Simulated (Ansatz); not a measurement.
# doublet AlH(-): levels of theory in one basis

```xyz
2

Al    0.0000    0.0000   -0.9270
H     0.0000    0.0000    0.9270
```

Basis set: def2-SVP (spherical functions). Correlated methods keep 5 orbitals frozen. Correlation on ROHF uses semicanonical orbitals with singles. Charge -1, multiplicity 2.

Computed with Ansatz (development build ahead of 0.2.0); each method stands on the lowest determinant of its kind that the runs found.

```
  method  E − E(ROHF) (eV)  <S²> of the determinant
    ROHF              0.00                     0.75
     UHF             -0.07                     0.77
ROHF-MP2             -1.48                        –
 UHF-MP2             -1.48                     0.77
```

Q: What does ROHF-CCSD(T) give on the same scale?

A: -2.06 eV.

Q: Is a single determinant a sound starting point here?

A: By this sign, yes. Unrestricted orbitals gain 0.07 eV and <S²> is 0.77 against 0.75 for a pure state.

Caution: no diffuse functions for an anion.
